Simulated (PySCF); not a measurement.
An unknown is described by computed data only.

Formula: C4H7N.

| Item | Value |
| --- | --- |
| Rotational structure | rotational constants A, B, C: 16.218, 3.930, 3.777 GHz [PBE0-D3(BJ)/def2-SVP] |
| XPS | C1s 290.6 (×2), C1s 290.9, C1s 291.7, N1s 405.2 eV [ΔSCF SCAN, pcX-2 on the ionised atom, pcseg-1 elsewhere, spin-free X2C] |
| NMR, other nuclei | isotropic shieldings of nuclei other than C and H, by class: 218 (1 N) ppm [GIAO CAM-B3LYP/pcSseg-2] |
| 1H NMR | chemical shifts (computed TMS as zero) by class: 1.92 (1 H), 1.34 (2 H), 1.06 (1 H), 0.68 (2 H), 0.23 (1 H) ppm [GIAO CAM-B3LYP/pcSseg-2] |
| Dipole | 1.52 D [wB97X-D/def2-SVPD] |
| Valence photoelectron | vertical ionisation energy: 9.03 eV [ΔSCF wB97X-D/def2-SVPD] |
| 13C NMR | chemical shifts (computed TMS as zero) by class: 56.9 (1 C), 20.4 (1 C), 4.3 (2 C) ppm [GIAO CAM-B3LYP/pcSseg-2] |
| UV, first state | lowest singlet excitation: 6.59 eV (188 nm, f = 0.019) [TDDFT wB97X-D/def2-SVPD] |

Electronic properties: PySCF, gas phase, density fitting. Levels stand in brackets. One conformer (not necessarily the lowest) at the PBE0-D3(BJ)/def2-SVP geometry, without solvent, vibrations or thermal averaging. Each NMR value is the plain mean over a class of atoms that symmetry, rotation or inversion makes alike.

Problem. Give a SMILES that accounts for the data.

Solution. Numbering: `[NH2:1][C@@H:2]1[C@H:3]2[CH2:4][C@@H:5]12`. Its formula, C4H7N, gives 2 degrees of unsaturation: 2 rings and 0 π bonds in the structure found. 4 carbons fall into 3 classes; from least to most shielded: ring sp3 carbon bound to nitrogen [C2] (56.9 ppm), three-membered-ring carbon [C4] (20.4 ppm), sp3 carbon at a ring junction [C3/C5] (4.3 ppm, 2 C, up to 4.0 ppm apart in this geometry). Hydrogen classes from least to most shielded: 1 H on an sp3 carbon bound to nitrogen, C2 (1.92 ppm), 2 H on 2 like atoms (sp3 carbon at a ring junction), C3/C5 (1.34 ppm), 1 H on a three-membered-ring carbon, C4 (1.06 ppm), 2 H on a primary amine nitrogen, N1 (0.68 ppm, a mean of values up to 0.7 ppm apart in this geometry), 1 H on a three-membered-ring carbon, C4 (0.23 ppm). The other shieldings belong to: 218 ppm, primary amine nitrogen [N1]. The core levels belong to: C1s 290.6 eV, sp3 carbon at a ring junction [C3/C5]; C1s 290.9 eV, three-membered-ring carbon [C4]; C1s 291.7 eV, sp3 carbon bound to nitrogen [C2]; N1s 405.2 eV, primary amine nitrogen [N1]. One atom of each topological class was ionised and stands for its class. The first electron is taken from the HOMO, whose largest Löwdin shares are 0.45 on the primary amine nitrogen, 0.17 on an sp3 carbon at a ring junction, 0.15 on the sp3 carbon bound to nitrogen and 0.06 on an sp3 carbon at a ring junction. By its constants the optimised geometry is an asymmetric top. Structure: `N[C@@H]1[C@H]2C[C@@H]12`. Computed isomers that give other values at the same levels: `CC#CCN` (core binding energies: C1s 289.9, C1s 290.1, C1s 291.5, C1s 292.1, N1s 405.0 eV); `[H]/N=C\C(=C)C` (rotational constant A: 8.556 GHz; this holds for the one conformer computed); `C=C=CCN` (rotational constant A: 18.103 GHz; this holds for the one conformer computed). The assignments are read from this structure; whether some other isomer fits the data as well wasn't checked.

Shape of the structure used: `[NH2:1][C@@H:2]1[C@H:3]2[CH2:4][C@@H:5]12`: H–N1–C2–C3 41°, H–N1–C2–C3 161°.
